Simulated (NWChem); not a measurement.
System: tert-butyl cation (C4H9 cation); SMILES C[C+](C)C

NWChem input:

```
start job
memory heap 200 mb stack 900 mb global 1100 mb
charge 1
geometry units angstroms noautosym nocenter noautoz
  C      0.347811    -1.422513     0.002332
  C     -0.000714     0.002129    -0.001609
  C      1.059585     1.014171     0.003812
  C     -1.408431     0.412956    -0.008877
  H      0.847656    -1.631920     0.966947
  H      1.130697    -1.623787    -0.745226
  H     -0.500048    -2.097290    -0.122593
  H      0.828373     1.820223     0.715036
  H      1.017986     1.512582    -0.984971
  H      2.064217     0.617017     0.157219
  H     -1.885153    -0.002227     0.898226
  H     -1.565556     1.491587    -0.047142
  H     -1.936401    -0.092990    -0.833144
end
basis spherical
  * library def2-svp
end
dft
  xc xpbe96 cpbe96
  iterations 150
end
cosmo
  do_cosmo_smd true
  solvent water
end
task dft energy
```

Excerpt of the output:

```
             Northwest Computational Chemistry Package (NWChem) 7.3.0
             --------------------------------------------------------

                             Geometry "geometry" -> ""
                             -------------------------

 Output coordinates in angstroms (scale by  1.889725989 to convert to a.u.)

  No.       Tag          Charge          X              Y              Z
 ---- ---------------- ---------- -------------- -------------- --------------
    1 C                    6.0000     0.34781100    -1.42251300     0.00233200
    2 C                    6.0000    -0.00071400     0.00212900    -0.00160900
    3 C                    6.0000     1.05958500     1.01417100     0.00381200
    4 C                    6.0000    -1.40843100     0.41295600    -0.00887700
    5 H                    1.0000     0.84765600    -1.63192000     0.96694700
    6 H                    1.0000     1.13069700    -1.62378700    -0.74522600
    7 H                    1.0000    -0.50004800    -2.09729000    -0.12259300
    8 H                    1.0000     0.82837300     1.82022300     0.71503600
    9 H                    1.0000     1.01798600     1.51258200    -0.98497100
   10 H                    1.0000     2.06421700     0.61701700     0.15721900
   11 H                    1.0000    -1.88515300    -0.00222700     0.89822600
   12 H                    1.0000    -1.56555600     1.49158700    -0.04714200
   13 H                    1.0000    -1.93640100    -0.09299000    -0.83314400

 Effective nuclear repulsion energy (a.u.)     126.8255087342

  pbe96 is a nonlocal functional; adding pw91lda local functional.

                                 NWChem DFT Module
                                 -----------------

 Summary of "ao basis" -> "ao basis" (spherical)
 ------------------------------------------------------------------------------
       Tag                 Description            Shells   Functions and Types
 ---------------- ------------------------------  ------  ---------------------
 C                          def2-svp                 6       14   3s2p1d
 H                          def2-svp                 3        5   2s1p

 in cosmo_initialize ...
 calling solv_data for solv:h2o

 solvent parameters
 solvname_short: h2o
 solvname_long:  water
 dielec:       78.4000
 dielecinf:     1.7769
 aqueous SMD model solvent descriptors
 dielec:       78.4000
 sola:          0.8200

          ---------------
          -cosmo- solvent
          ---------------
 Cosmo: York-Karplus, doi: 10.1021/jp992097l
 dielectric constant -eps-     =  78.40
 screen = (eps-1)/(eps    )    =   0.98724
 surface charge correction     = lagrangian

   van der Waals surface
 --------------------------

 ---------- ATOMIC COORDINATES (A.U.) ------------ VDWR(ANG.) --
     1    0.65726749   -2.68815979    0.00440684     1.850
     2   -0.00134926    0.00402323   -0.00304057     1.850
     3    2.00232531    1.91650530    0.00720364     1.850
     4   -2.66154866    0.78037369   -0.01677510     1.850
     5    1.60183757   -3.08388164    1.82726488     1.200
     6    2.13670751   -3.06851249   -1.40827294     1.200
     7   -0.94495370   -3.96330342   -0.23166718     1.200
     8    1.56539799    3.43972271    1.35122211     1.200
     9    1.92371460    2.85836552   -1.86132530     1.200
    10    3.90080451    1.16599306    0.29710083     1.200
    11   -3.56242262   -0.00420842    1.69740102     1.200
    12   -2.95847186    2.81869072   -0.08908546     1.200
    13   -3.65926729   -0.17572562   -1.57441387     1.200
 number of segments per atom =        128
 number of   points per atom =        128
 atom (   nspa,  nppa )
 ----------------------
    1 (     59,     0 )       0
    2 (     31,     0 )       0
    3 (     59,     0 )       0
    4 (     61,     0 )       0
    5 (     55,     0 )       0
    6 (     56,     0 )       0
    7 (     52,     0 )       0
    8 (     56,     0 )       0
    9 (     56,     0 )       0
   10 (     54,     0 )       0
   11 (     56,     0 )       0
   12 (     53,     0 )       0
   13 (     53,     0 )       0
 number of -cosmo- surface points =      701
 molecular surface =    107.850 angstrom**2
 molecular volume  =     83.991 angstrom**3
 -lineq- algorithm             =   0
 -bem- low  level              =   3
 -bem- from -octahedral-
 gaussian surface charge width =   4.50000
 degree of switching           =   1.00000
 switching function tolerance  =   0.00010
 atomic radii =
 --------------
    1  6.000  1.850
    2  6.000  1.850
    3  6.000  1.850
    4  6.000  1.850
    5  1.000  1.200
    6  1.000  1.200
    7  1.000  1.200
    8  1.000  1.200
    9  1.000  1.200
   10  1.000  1.200
   11  1.000  1.200
   12  1.000  1.200
   13  1.000  1.200
 ...... end of -cosmo- initialization ......

 nat:                    13
 ixmem:                  9153
 calling mnsol_interface()
 G(SMD-CDS) energy (kcal/mol)  =     3.030
 SMD-CDS SASA (angstrom**2)    =   141.264

            General Information
            -------------------
          SCF calculation type: DFT
          Wavefunction type:  closed shell.
          No. of atoms     :    13
          No. of electrons :    32
           Alpha electrons :    16
            Beta electrons :    16
          Charge           :     1
          Spin multiplicity:     1
          Use of symmetry is: off; symmetry adaption is: off
          Maximum number of iterations: 150
          AO basis - number of functions:   101
                     number of shells:    51
          Convergence on energy requested:  1.00D-06
          Convergence on density requested:  1.00D-05
          Convergence on gradient requested:  5.00D-04

              XC Information
              --------------
          PerdewBurkeErnzerhof Exchange Functional  1.000
            Perdew 1991 LDA Correlation Functional  1.000 local
           PerdewBurkeErnz. Correlation Functional  1.000 non-local

             Grid Information
             ----------------
          Grid used for XC integration:  medium
          Radial quadrature: Mura-Knowles
          Angular quadrature: Lebedev.
          Tag              B.-S. Rad. Rad. Pts. Rad. Cut. Ang. Pts.
          ---              ---------- --------- --------- ---------
          C                   0.70       49          10.0       434
          H                   0.35       45          11.0       434
          Grid pruning is: on
          Number of quadrature shells:   601
          Spatial weights used:  Erf1

      Superposition of Atomic Density Guess
      -------------------------------------

 Sum of atomic energies:        -154.99275319

 Renormalizing density from      33.00 to     32

      Non-variational initial energy
      ------------------------------

 Total energy =    -154.384538
 1-e energy   =    -442.703114
 2-e energy   =     161.493068
 HOMO         =      -0.739706
 LUMO         =      -0.405559

   convergence    iter        energy       DeltaE   RMS-Dens  Diis-err
 ---------------- ----- ----------------- --------- --------- ---------
     COSMO gas phase
 d= 0,ls=0.0,diis     1   -157.1311421937 -2.84D+02  1.06D-02  7.02D-01
 d= 0,ls=0.0,diis     2   -157.1279868996  3.16D-03  6.07D-03  5.57D-01
 d= 0,ls=0.0,diis     3   -157.1978437376 -6.99D-02  1.31D-03  3.26D-02
 d= 0,ls=0.0,diis     4   -157.2022344371 -4.39D-03  2.74D-04  1.38D-03
 d= 0,ls=0.0,diis     5   -157.2024013208 -1.67D-04  8.21D-05  1.00D-04
  Resetting Diis
 d= 0,ls=0.0,diis     6   -157.2024154577 -1.41D-05  4.96D-06  2.23D-07
 d= 0,ls=0.0,diis     7   -157.2024154892 -3.15D-08  1.76D-06  1.26D-08

   convergence    iter        energy       DeltaE   RMS-Dens  Diis-err
 ---------------- ----- ----------------- --------- --------- ---------
     COSMO solvation phase
 d= 0,ls=0.0,diis     1   -157.2958457440 -9.34D-02  2.27D-03  2.58D-03
 d= 0,ls=0.0,diis     2   -157.2958845754 -3.88D-05  4.82D-04  3.05D-03
 d= 0,ls=0.0,diis     3   -157.2963313946 -4.47D-04  1.09D-04  2.43D-04
 d= 0,ls=0.0,diis     4   -157.2963606825 -2.93D-05  3.23D-05  2.28D-05
 d= 0,ls=0.0,diis     5   -157.2963595719  1.11D-06  8.60D-06  1.49D-06
 d= 0,ls=0.0,diis     6   -157.2963610218 -1.45D-06  8.64D-07  1.09D-08
 d= 0,ls=0.0,diis     7   -157.2963608826  1.39D-07  1.18D-07  1.91D-10

         Total DFT energy =     -157.296360882650
      One electron energy =     -446.989803873892
           Coulomb energy =      193.622294456248
    Exchange-Corr. energy =      -24.450211785839
 Nuclear repulsion energy =      126.825508734181

             COSMO energy =       -6.304148413347

 Numeric. integr. density =       32.000002357268

                                COSMO-SMD solvation results
                                ---------------------------

             internal energy in gas <Psi(g)|H|Psi(g)> =      -157.202415489221
         internal energy in solvent <Psi(s)|H|Psi(s)> =      -157.201655310048
                               delta internal energy  =         0.000760179172 (    0.48 kcal/mol)
   total free energy in solvent <Psi(s)|H+V/2|Psi(s)> =      -157.301188858799
 polarization energy contribution <Psi(s)|V/2|Psi(s)> =        -0.099533548751 (  -62.46 kcal/mol)
    total free energy in solvent including G(SMD-CDS) =      -157.296360882650
                       G(SMD-CDS) energy contribution =         0.004827976149 (    3.03 kcal/mol)
     1 M fixed-concentration free energy of solvation =        -0.093945393429 (  -58.95 kcal/mol)

                       DFT Final Molecular Orbital Analysis
                       ------------------------------------

 Vector   14  Occ=2.000000D+00  E=-3.583968D-01
              MO Center=  1.9D-02, -2.8D-02, -6.9D-03, r^2= 4.1D+00
   Bfn.  Coefficient  Atom+Function         Bfn.  Coefficient  Atom+Function
  ----- ------------  ---------------      ----- ------------  ---------------
     4      0.274756   1 C  px               47     -0.263248   4 C  py
    67     -0.229506   7 H  s                92     -0.217609  12 H  s
    82     -0.214857  10 H  s                33      0.204662   3 C  py
    32     -0.188851   3 C  px               72      0.167917   8 H  s
    62      0.149887   6 H  s                97      0.140437  13 H  s

 Vector   15  Occ=2.000000D+00  E=-3.531953D-01
              MO Center=  6.5D-02,  2.5D-01,  3.0D-02, r^2= 3.3D+00
   Bfn.  Coefficient  Atom+Function         Bfn.  Coefficient  Atom+Function
  ----- ------------  ---------------      ----- ------------  ---------------
    19     -0.294385   2 C  py                5      0.271610   1 C  py
    33      0.238386   3 C  py               47      0.235349   4 C  py
    92      0.221779  12 H  s                82     -0.179907  10 H  s
    72      0.166317   8 H  s                46     -0.140470   4 C  px
     8      0.129100   1 C  py                4     -0.127052   1 C  px

 Vector   16  Occ=2.000000D+00  E=-3.528281D-01
              MO Center= -9.7D-02, -2.1D-01, -3.4D-02, r^2= 3.3D+00
   Bfn.  Coefficient  Atom+Function         Bfn.  Coefficient  Atom+Function
  ----- ------------  ---------------      ----- ------------  ---------------
    18      0.293755   2 C  px               46     -0.265197   4 C  px
    32     -0.263609   3 C  px               67      0.227561   7 H  s
     4     -0.217556   1 C  px               82     -0.151554  10 H  s
    97      0.147054  13 H  s                33     -0.136173   3 C  py
    49     -0.131161   4 C  px               19      0.121203   2 C  py

 Vector   17  Occ=0.000000D+00  E=-1.640516D-01
              MO Center=  2.7D-04, -2.9D-03,  1.4D-03, r^2= 2.4D+00
   Bfn.  Coefficient  Atom+Function         Bfn.  Coefficient  Atom+Function
  ----- ------------  ---------------      ----- ------------  ---------------
    20      0.608263   2 C  pz               23      0.504128   2 C  pz
    77      0.176790   9 H  s                57     -0.169897   5 H  s
    87     -0.167975  11 H  s                78      0.156157   9 H  s
    58     -0.151248   5 H  s                88     -0.149728  11 H  s
    97      0.149001  13 H  s                62      0.143772   6 H  s

 Vector   18  Occ=0.000000D+00  E= 2.877725D-02
              MO Center=  1.1D-02, -9.4D-03,  4.9D-03, r^2= 7.7D+00
   Bfn.  Coefficient  Atom+Function         Bfn.  Coefficient  Atom+Function
  ----- ------------  ---------------      ----- ------------  ---------------
     3      1.405958   1 C  s                31      1.406497   3 C  s
    45      1.394968   4 C  s                78     -0.679614   9 H  s
    58     -0.674830   5 H  s                88     -0.653096  11 H  s
    98     -0.631791  13 H  s                63     -0.620182   6 H  s
    73     -0.610063   8 H  s                83     -0.565588  10 H  s

 Vector   19  Occ=0.000000D+00  E= 7.924115D-02
              MO Center= -5.7D-01,  3.2D-01, -1.5D-01, r^2= 7.3D+00
   Bfn.  Coefficient  Atom+Function         Bfn.  Coefficient  Atom+Function
  ----- ------------  ---------------      ----- ------------  ---------------
    31      1.404544   3 C  s                45     -1.327492   4 C  s
    98      1.065971  13 H  s                73     -0.922794   8 H  s
    88      0.820829  11 H  s                78     -0.783447   9 H  s
    68      0.680440   7 H  s                50      0.600689   4 C  py
    36      0.415111   3 C  py               83     -0.400803  10 H  s

     Multipole analysis of the density
     ---------------------------------

     L   x y z        total         alpha         beta         nuclear
     -   - - -        -----         -----         ----         -------
     0   0 0 0      1.000000    -16.000000    -16.000000     33.000000

     1   1 0 0      0.001735      0.009109      0.009109     -0.016484
     1   0 1 0     -0.011117     -0.037356     -0.037356      0.063595
     1   0 0 1      0.005302      0.023155      0.023155     -0.041007

     2   2 0 0    -13.191301    -73.283808    -73.283808    133.376314
     2   1 1 0      0.031911      0.035461      0.035461     -0.039011
     2   1 0 1     -0.206416     -0.193226     -0.193226      0.180035
     2   0 2 0    -13.317766    -73.169102    -73.169102    133.020438
     2   0 1 1     -0.357184      0.206480      0.206480     -0.770144
     2   0 0 2    -16.787732    -16.456095    -16.456095     16.124458
```

Level: PBE/def2-SVP, SMD on the gas-phase geometry. The geometry was optimised at B3LYP/6-31G* (spherical d). Solvent: water.
